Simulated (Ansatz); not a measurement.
# What a trial cell of Zr2F relaxes into

Computed with DFT PBE, scalar-relativistic, plane waves, PAW (Ansatz). Cutoff 420 eV, Γ-centred k mesh, Gaussian smearing, no spin polarisation in the final step.

This is the end of a relaxation of cell and atoms.

```xyz
3
Lattice="1.6248 0.9381 7.8882 -1.6248 0.9381 7.8882 0.0000 -1.8762 7.8882" Properties=species:S:1:pos:R:3 pbc="T T T"
Zr    0.0000    0.0000   18.0484
Zr    0.0000    0.0000   12.5411
F     0.0000    0.0000    0.9625
```

Formation energies are uncorrected and refer to the elements' standard structures at the same level (F₂ as a molecule).

(1) What space group does it have?

(2) What is its formation energy per atom?

(3) Is it a metal?

Answers

(1) R3m (No. 160). Conventional cell: a = 3.250 Å, c = 23.665 Å. Around Zr on Wyckoff site a (1 atom of the primitive cell) lie 3 F at 2.29 Å; Zr on Wyckoff site a (1 atom of the primitive cell) is coordinated by 3 Zr at 3.03 Å and 6 Zr at 3.25 Å; F is coordinated by 3 Zr at 2.29 Å.

(2) -1.20 eV/atom.

(3) Yes, bands cross the Fermi level on the 18×18×18 mesh.

The final run used a 18×18×18 mesh on its 3-atom cell and 0.10 eV smearing. For metals, differences of a few meV/atom aren't resolved. Weakly bound directions are ill-defined at this level, which has no dispersion term. The cell came from a trial start, so Zr2F may not exist in this structure.

Cost: 4 runs of about 41 core-minutes in all, on Arm Neoverse V1 (shared hosts).